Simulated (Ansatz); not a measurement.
**AlHO+ (doublet): the correlation ladder, cc-pVDZ**

The task here is to estimate one member of a computed series from the others.

Program: Ansatz 0.2.0, Gaussian basis. Level of theory: cc-pVDZ, core rule «outside noble gas», up to 6 orbitals frozen. These are calculated values, not measurements.

Plan: UHF; CCSD(T) on ROHF; CCSD(T) on UHF; BCCD(T) on ROHF; CISD; CCSDT(Q) on ROHF; CCSDT(Q) on UHF.

31 further runs of the same task are left out: 12 for a known fault of the program, 4 that didn't finish, 15 set aside as unsound or not needed.

## The system

The geometry is a PBE0/def2-TZVP stationary point (not a proven minimum) of the parent state, kept for this charge and spin.

3 atoms, charge 1, spin multiplicity 2.

Atoms are counted from 1 here; the program's logs count them from 0.

Bond lengths: Al1–O2 1.594 Å, Al1–H3 1.568 Å. Angles: O2–Al1–H3 180.0°.

Set-up of the first run:

The input, in.yaml:

```yaml
crystal:
  periodic: [false, false, false]
  atoms:
    - {symbol: Al, position_ang: [0.000000, 0.000000, 0.008471]}
    - {symbol: O, position_ang: [0.000000, 0.000000, -1.585277]}
    - {symbol: H, position_ang: [0.000000, 0.000000, 1.576806]}
basis:
  gaussian: {orbitals: cc-pVDZ}
total_charge: 1
magnetization: {spin_polarized: true, initial_magnetization: 1}
hamiltonian: {xc: hf}
output: {orbitals: {seedname: orbitals}}
```

On the command line:

```bash
ansatz run in.yaml --threads 1 --pin off --events-out ev --progress --plain --max-ram 2393MiB
```

Among the steps run: UHF; CCSD(T) on ROHF; CCSD(T) on UHF; BCCD(T) on ROHF; CISD; CCSDT(Q) on ROHF; CCSDT(Q) on UHF.

One table of the session follows, with a row left open; its other results are not shown here.

| method | from UCCSDT(Q) (kcal/mol) |
| --- | --- |
| ROHF | +132.60 |
| UHF | +130.48 |
| RMP2 | +15.97 |
| UMP2 | +15.98 |
| CISD | +9.46 |
| RCCSD | +2.95 |
| UCCSD | ? |
| RCCSD(T) | +0.64 |
| UCCSD(T) | +0.63 |
| BCCD(T) | +0.63 |
| RCCSDT | +0.28 |
| UCCSDT | +0.26 |
| RCCSDT(Q) | +0.05 |
| UCCSDT(Q) | 0 |

Estimate the missing values for UCCSD.

The run gave: from UCCSDT(Q) (kcal/mol): +2.92. In the column «from UCCSDT(Q) (kcal/mol)» it lies between RCCSD(T) (+0.64) and RCCSD (+2.95).

To keep in mind: Restricted and unrestricted rows rest on different reference determinants; where their highest levels disagree by more than a few hundredths of an eV, they describe different states and don't form one ladder.
